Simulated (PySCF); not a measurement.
**EPR parameters of C5H8N**

C₅H₈N (doublet state).
Z-matrix (Å and degrees, GFN2-xTB geometry), rows numbered from 1:
```
C 
N   1  1.3819
C   2  1.4473  1  120.93
C   3  1.4969  2  103.38  1  -157.57
C   4  1.3216  3  110.85  2     4.14
C   2  1.4473  1  120.89  3  -147.85
H   1  1.0745  2  115.75  3  -178.33
H   1  1.0744  2  115.74  3   -33.87
H   3  1.0991  2  110.38  1    82.43
H   3  1.1012  2  112.20  1   -37.22
H   4  1.0748  3  121.83  2  -176.25
H   5  1.0750  4  127.38  3   179.65
H   6  1.0991  2  110.43  1   -82.42
H   6  1.1014  2  112.13  1    37.34
```

The hyperfine couplings belong to this conformer and change with its torsions.

As a line formula: `[CH2]N1CC=CC1` [radical].

Method: UKS B3LYP, pcH-1 on C H N, non-relativistic, mean-field spin-orbit, GIAO in PySCF 2.14.0. The structure is a single GFN2-xTB conformer in the gas phase; no vibrational or solvent corrections. Couplings are sensitive to structure, and on GFN2-xTB geometries they can be far from those on DFT ones. Stability of the SCF solution: not tested.

```
g1, g2, g3                      : 2.00214, 2.00290, 2.00345
g_iso                           : 2.00283
Form of g                       : rhombic: the two nearest values differ by 42 % of g3 − g1
⟨S²⟩                            : 0.7530 (exact 0.7500)
α and β electrons               : 23, 22
HOMO–LUMO gap, α and β orbitals : 3.96, 5.93 eV
Basis functions                 : 230
```

Hyperfine couplings atom by atom, in MHz; T1 to T3 are the principal values of the dipolar part; ρ(0) is the spin density at the nucleus:

```json
{"atom": "C1", "isotope": "13C", "a_iso": "122.5", "T1": "-60.8", "T2": "-60.4", "T3": "121.3", "Mulliken spin population": "0.81", "ρ(0) (bohr⁻³)": "0.1090"}
{"atom": "N2", "isotope": "14N", "a_iso": "12.4", "T1": "-14.9", "T2": "-14.5", "T3": "29.4", "Mulliken spin population": "0.19", "ρ(0) (bohr⁻³)": "0.0382"}
{"atom": "C3", "isotope": "13C", "a_iso": "0.8", "T1": "-2.0", "T2": "-1.1", "T3": "3.1", "Mulliken spin population": "-0.02", "ρ(0) (bohr⁻³)": "0.0007"}
{"atom": "C4", "isotope": "13C", "a_iso": "-0.1", "T1": "-0.8", "T2": "-0.4", "T3": "1.2", "Mulliken spin population": "0.00", "ρ(0) (bohr⁻³)": "-0.0001"}
{"atom": "C5", "isotope": "13C", "a_iso": "-0.1", "T1": "-0.8", "T2": "-0.4", "T3": "1.2", "Mulliken spin population": "0.00", "ρ(0) (bohr⁻³)": "-0.0001"}
{"atom": "C6", "isotope": "13C", "a_iso": "0.7", "T1": "-2.0", "T2": "-1.1", "T3": "3.1", "Mulliken spin population": "-0.02", "ρ(0) (bohr⁻³)": "0.0007"}
{"atom": "H7", "isotope": "1H", "a_iso": "-22.1", "T1": "-28.8", "T2": "-0.7", "T3": "29.5", "Mulliken spin population": "-0.03", "ρ(0) (bohr⁻³)": "-0.0049"}
{"atom": "H8", "isotope": "1H", "a_iso": "-22.0", "T1": "-28.8", "T2": "-0.7", "T3": "29.5", "Mulliken spin population": "-0.03", "ρ(0) (bohr⁻³)": "-0.0049"}
{"atom": "H9", "isotope": "1H", "a_iso": "19.2", "T1": "-3.7", "T2": "-2.6", "T3": "6.3", "Mulliken spin population": "0.01", "ρ(0) (bohr⁻³)": "0.0043"}
{"atom": "H10", "isotope": "1H", "a_iso": "20.8", "T1": "-4.0", "T2": "-3.1", "T3": "7.1", "Mulliken spin population": "0.03", "ρ(0) (bohr⁻³)": "0.0047"}
{"atom": "H11", "isotope": "1H", "a_iso": "-0.4", "T1": "-1.2", "T2": "-0.9", "T3": "2.1", "Mulliken spin population": "0.00", "ρ(0) (bohr⁻³)": "-0.0001"}
{"atom": "H12", "isotope": "1H", "a_iso": "-0.4", "T1": "-1.2", "T2": "-0.9", "T3": "2.1", "Mulliken spin population": "0.00", "ρ(0) (bohr⁻³)": "-0.0001"}
{"atom": "H13", "isotope": "1H", "a_iso": "19.1", "T1": "-3.7", "T2": "-2.6", "T3": "6.3", "Mulliken spin population": "0.01", "ρ(0) (bohr⁻³)": "0.0043"}
{"atom": "H14", "isotope": "1H", "a_iso": "20.8", "T1": "-4.0", "T2": "-3.1", "T3": "7.1", "Mulliken spin population": "0.03", "ρ(0) (bohr⁻³)": "0.0047"}
```

The Mulliken spin populations are largest on C1 (+0.81) and N2 (+0.19). The angles at C1 add up to 349.6°, so it is slightly pyramidal.

Axes: g2 points within 6° of the C1–N2 bond.

Under fast tumbling the dipolar parts average out, and these isotropic splittings remain: 2 × 1H (H7/H8, I = 1/2, 3 lines) with 0.79 mT, 4 × 1H (H9/H10/H13/H14, I = 1/2, 5 lines) with 0.71 mT and 1 × 14N (N2, I = 1, 3 lines) with 0.44 mT.

Nuclei that the bonding pattern makes equivalent are averaged, as if the motion that swaps them (rotation, inversion, ring flip) were fast.

The 13C coupling of C1 (122.5 MHz) shows only in satellite lines or after enrichment, since that isotope makes up about 1.07 % of natural carbon.

β density exceeds α density at some nuclei, such as H7/H8 (-0.0049), spin density in bohr⁻³. In a single determinant that takes different orbitals for the two spins, that is spin polarisation.
